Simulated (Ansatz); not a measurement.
# Loss of CH3F: C3H5F3 → C2H2F2 + CH3F

Species: C3H5F3 `CCC(F)(F)F`, singlet; C2H2F2 (vinylidene fluoride) `C=C(F)F`, singlet; CH3F (fluoromethane) `CF`, singlet. 

Shapes, held fixed at every level: PBE0-D4/def2-TZVP. Programs: Ansatz 0.2.0. The zero-point and thermal change to 298 K, harmonic and unscaled (PBE0-D4/def2-TZVP), is -9.4 kJ/mol.

```tsv
level	kind	ΔH(298 K) (kJ/mol)	less CCSD(T)/CBS estimate
PBE-D4/def2-TZVPP	GGA	+178.6	-10.3
r2SCAN-D4/def2-TZVPP	meta-GGA	+193.0	+4.1
BHLYP-D4/def2-TZVPP	global hybrid	+188.8	-0.1
PBE0-D4/def2-TZVPP	global hybrid	+195.5	+6.6
wB97M-V/def2-TZVPP	range-separated hybrid	+191.6	+2.7
CCSD(T)/def2-SVP	coupled cluster or CI	+209.9	+21.0
CCSD(T)/CBS estimate	coupled cluster or CI	+188.9	0.0
```

The highest level, CCSD(T)/CBS estimate, gives ΔH(298 K) = +188.9 kJ/mol; the levels span +178.6 to +209.9. The column of differences is taken from that level and isn't an error. No measured value is set beside it here. The CBS estimate extrapolates MP2 from def2-TZVPP and def2-QZVPP and adds CCSD(T) − MP2 in the triple-zeta set, cores frozen.
